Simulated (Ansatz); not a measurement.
Program: Ansatz. Geometries: PBE0-D4/def2-TZVP. ΔE: electronic, gas phase. CBS: MP2 limit from def2 TZ/QZ plus the TZ coupled-cluster correction, frozen cores. This one scheme is used for every species. DFT in def2-TZVPP. B3LYP here is the variant with VWN-RPA as its local correlation; programs differ in this. HSE06 is defined as in plane-wave codes. Each species was taken in one conformer, which may not be the lowest.

`C=C(F)SC` + H–F → `C=C(F)F` + CH₃SH  (substitution at a C–S bond)

Q: Is it downhill or uphill in electronic energy at CCSD(T)/CBS, and by how much? (Best estimate.)

A: Ansatz gave: Uphill: ΔE = +8.5 kcal/mol.

Q: What do these levels give: LDA (SPW92), PBE-D4, CAM-B3LYP-D4, ωB97M-V, revPBE, B3LYP, HSE06, HF/def2-SVP, CCSD(T)/def2-SVP, SCS-MP2/def2-TZVPP, HF/CBS(def2), MP2/CBS(def2)? (An estimate is asked.)

A: The calculation gave: LDA (SPW92) 4.9, PBE-D4 6.3, CAM-B3LYP-D4 3.8, ωB97M-V 4.7, revPBE 4.2, B3LYP 3.1, HSE06 4.5, HF/def2-SVP -4.4, CCSD(T)/def2-SVP 0.9, SCS-MP2/def2-TZVPP 7.2, HF/CBS(def2) -0.5, MP2/CBS(def2) 11.4 kcal/mol.

Largest T1 diagnostic among the species: 0.012.

Leaving LDA and LC-ωPBE aside and taking each functional with its dispersion term where it has one, the values, not all of them listed here, spread over 4.0 kcal/mol, from B97M-V to revPBE-D4. The D4 term adds +2.4 kcal/mol with B3LYP and +1.3 kcal/mol with PBE0; it sums over pairs of atoms, weighted by their polarisabilities, and B3LYP, whose exchange is more repulsive, gets the larger term. At CCSD(T), def2-SVP lies −7.5 kcal/mol from the extrapolated value and def2-TZVPP −2.1 kcal/mol.
